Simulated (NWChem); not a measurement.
System: acetone (C$_{3}$H$_{6}$O); SMILES C(C)(C)=O

Here is an NWChem input.

```
start job
memory heap 200 mb stack 900 mb global 1100 mb
geometry units angstroms noautosym nocenter noautoz
  C     -1.284550    -0.000719    -0.615008
  C      0.000000     0.000000     0.180731
  C      1.284550     0.000719    -0.615008
  O      0.000000     0.000000     1.387736
  H     -1.329902    -0.883864    -1.272262
  H     -1.333812     0.885068    -1.268338
  H     -2.142753    -0.004571     0.068435
  H      2.142753     0.004571     0.068435
  H      1.333812    -0.885068    -1.268338
  H      1.329902     0.883864    -1.272262
end
basis spherical
  C library 6-31+g*
  O library 6-31+g*
  H library 6-31+g*
end
dft
  xc xpbe96 cpbe96
  iterations 150
end
property
  response 1 0.0
end
task dft property
```

The geometry was optimised at PBE0/def2-SVP.

Static field.

Task: What results follow from this input? (PBE/6-31+G* (spherical d).) Quantities: basis functions; isotropic polarisability (bohr³); anisotropy (bohr³).

Result: The number of basis functions is 84 and the isotropic polarisability (bohr³) is 40.8. The anisotropy (bohr³) comes out as 14.1.
